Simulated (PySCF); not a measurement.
Molecule: SMILES C(C)(C)C#N, C4H7N.

Geometry:
```
atom   x (Å)   y (Å)   z (Å)
  C1   1.233  -0.595  -0.002
  C2   0.036   0.299  -0.326
  C3  -1.300  -0.371  -0.001
  C4   0.152   1.584   0.369
  N5   0.246   2.591   0.933
  H6   1.252  -0.849   1.069
  H7   1.166  -1.532  -0.575
  H8   2.183  -0.103  -0.254
  H9   0.056   0.536  -1.405
 H10  -2.150   0.272  -0.270
 H11  -1.389  -1.314  -0.560
 H12  -1.370  -0.600   1.073
```

Geometry PBE0-D3(BJ)/def2-SVP throughout; GIAO in PySCF 2.14, gas phase, one conformer, non-relativistic; equivalent atoms averaged; functional PBE0.

For orientation, 6-311+G(2d,p) gives these shifts δ (against TMS, NH3 at the same level): C4 127.2, C2 21.9, C1/C3 20.8, N5 284.4, H9 2.51, H6/H7/H8/H10/H11/H12 1.17 ppm.

A run gave: C4 121.4, C2 21.4, C1/C3 21.4, N5 261.5, H9 2.61, H6/H7/H8/H10/H11/H12 1.47 ppm (shifts δ (against TMS, NH3 at the same level)).

Which basis set was used in that run?
A. STO-3G
B. IGLO-III
C. 6-31G
D. 6-31G*

Results:

C. C4 tells them apart best: 6-31G gives 121.4, IGLO-III gives 130.1, STO-3G gives 93.7, 6-31G* gives 112.8 ppm.
